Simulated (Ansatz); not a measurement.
Two isomers of C3H5N: A = `C=C=CN`, B = `NC1C=C1`.

Calculated with Ansatz (gas phase, PBE0-D4/def2-TZVP geometries, no zero-point term in ΔE). CCSD(T)/CBS adds triple-zeta CCSD(T) − MP2 to the extrapolated MP2 energy (def2 sets, frozen cores). DFT in def2-TZVPP. One conformer a species, not always the lowest.

**Question.** Which is lower in electronic energy at CCSD(T)/CBS, and by how much? (Estimate.)

**Answer.** Ansatz gave: A, by 82.7 kJ/mol.

**Question.** Give E(B) − E(A) in kJ/mol with PBE0-D4, MP2/def2-TZVPP, CCSD(T)/def2-SVP, ωB97M-V, CCSD/def2-TZVPP, B2PLYP, CCSD(T)/def2-TZVPP. (An estimate is asked.)

**Answer.** The calculation gave: PBE0-D4 81.8, MP2/def2-TZVPP 72.8, CCSD(T)/def2-SVP 80.5, ωB97M-V 83.8, CCSD/def2-TZVPP 85.0, B2PLYP 94.2, CCSD(T)/def2-TZVPP 85.3. None reverses the order clearly.

**Question.** Does the order hold for the free energy at 298.15 K (harmonic terms from PBE0-D4)? (Best estimate.)

**Answer.** Computed: Yes: G(B) − G(A) = +84.0 kJ/mol, for one conformer each.

Largest T1 diagnostic: 0.012.

From BLYP to BHLYP (50 % exact exchange), in def2-TZVPP and without D4, E(B) − E(A) moves by −16.3 kJ/mol. In def2-TZVPP, CCSD(T) changes the Hartree–Fock value by −12.1 kJ/mol (the triples alone add +0.4 kJ/mol) and MP2 by −24.6 kJ/mol.
